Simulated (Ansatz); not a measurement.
One stationary structure of Cu. Calculation: r2SCAN (plane waves to 500 eV, PAW, scalar-relativistic; Ansatz, a program for electronic structure).

```
CELL_PARAMETERS angstrom
      0.00000     1.78838     1.78838
      1.78838     0.00000     1.78838
      1.78838     1.78838     0.00000
ATOMIC_POSITIONS crystal
  Cu 0.00000 0.00000 0.00000
```

Task: Determine the symmetry and give the standard cell with its independent sites.

Result: Space group Fm-3m (No. 225); a = b = c = 3.5768 Å, α = β = γ = 90.00°

```
atom  site  symmetry       x       y       z
----  ----  --------  ------  ------  ------
Cu      4a      m-3m  0.0000  0.0000  0.0000
```

This is the fcc (Cu type).

Task: Give the shortest distances between elements (the closest pairs, up to four, under 3.6 Å).

Result: Cu–Cu 2.53 Å.

- Volume per atom = 11.44 Å³
- Band gap = no gap (metallic)

No spin polarisation in the result.

Measured for Cu: a 3.595 Å (static lattice; corrected from measurement; as listed in Gábor I. Csonka et al., Physical Review B (2009)). Computed minus measured — a: r2SCAN -0.5 %. The computed values are for a static lattice.

The run could not lose the symmetry of its start.
